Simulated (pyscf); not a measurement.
**Four-centre exchange: H₂Ga–SeH (SMILES [GaH2][SeH]) + H₂Se (SMILES [SeH2]) → HSe–GaH–SeH (SMILES [SeH][GaH][SeH]) + H₂ (SMILES [H][H])**

Gas phase, singlet surface, charge 0. Bonds broken: Ga2–H4, Se6–H7. Bonds formed: Ga2–Se6, H4–H7. Structures and frequencies: ωB97X-D3(BJ)/def2-SVP in PySCF.

Transition state (Å):

```xyz
8

Se    -0.4679    -1.8082     1.3568
Ga    -1.4036    -0.0093     0.2244
H      0.8942    -1.2828     1.2168
H     -0.5152     1.4157     0.5834
H     -2.9151     0.2753     0.0324
Se    -0.1324     0.3381    -1.9716
H     -0.1562     1.2329    -0.4782
H     -1.1711     1.2021    -2.5441
```

One imaginary mode, 1251i cm⁻¹; descent along it reached the two sides named, in the forms told below.

| bond | change | reactant side (Å) | saddle | product side |
|---|---|---|---|---|
| Ga2–H4 | breaks | 1.565 | 1.717 | 2.9 |
| Se6–H7 | breaks | 1.464 | 1.741 | 3.6 |
| Ga2–Se6 | forms | 2.7 | 2.561 | 2.308 |
| H4–H7 | forms | 3.3 | 1.135 | 0.761 |

Electronic energies relative to the separated reactants (kcal/mol):

```json
[
 {"level": "ωB97X-D3(BJ)/def2-TZVP", "barrier": "8.6", "reaction energy": "-24.8", "reverse barrier": "33.3"},
 {"level": "PBE/def2-TZVP", "barrier": "6.6", "reaction energy": "-20.6", "reverse barrier": "27.2"},
 {"level": "r²SCAN/def2-TZVP", "barrier": "6.4", "reaction energy": "-22.0", "reverse barrier": "28.4"},
 {"level": "B3LYP-D3(BJ)/def2-TZVP", "barrier": "10.6", "reaction energy": "-21.1", "reverse barrier": "31.7"},
 {"level": "PBE0-D3(BJ)/def2-TZVP", "barrier": "6.9", "reaction energy": "-21.4", "reverse barrier": "28.3"},
 {"level": "M06-2X/def2-TZVP", "barrier": "9.8", "reaction energy": "-24.0", "reverse barrier": "33.8"},
 {"level": "ωB97M-D3(BJ)/def2-TZVP", "barrier": "13.8", "reaction energy": "-19.1", "reverse barrier": "32.9"},
 {"level": "HF/def2-TZVP", "barrier": "29.3", "reaction energy": "-16.9", "reverse barrier": "46.3"}
]
```

With ωB97M-D3(BJ)/def2-TZVP energies and thermal terms (ideal gas, 1 atm, RRHO with modes under 100 cm⁻¹ raised to 100, one conformer, R ln 2 for rigid chiral ones), in kcal/mol:

```json
[
 {"T (K)": "298", "ΔH‡": "13.4", "ΔG‡": "24.0", "ΔH": "-19.4", "ΔG": "-16.8"},
 {"T (K)": "600", "ΔH‡": "13.7", "ΔG‡": "34.8", "ΔH": "-18.2", "ΔG": "-14.6"},
 {"T (K)": "900", "ΔH‡": "14.4", "ΔG‡": "45.1", "ΔH": "-17.4", "ΔG": "-13.0"},
 {"T (K)": "1200", "ΔH‡": "15.2", "ΔG‡": "55.3", "ΔH": "-16.9", "ΔG": "-11.7"}
]
```

On the reactant side the descent ends in an adduct with a Ga–Se contact, 13.2 kcal/mol under the separated species and 21.8 kcal/mol under the saddle at ωB97X-D3(BJ)/def2-TZVP. What is counted as formed (Ga–Se) is already present as a longer contact in the reactant adduct; forming that adduct is a step of its own. This is the saddle that the search found; another between the same sides may lie lower. Elements up to Kr have no core potential and no relativistic terms here.
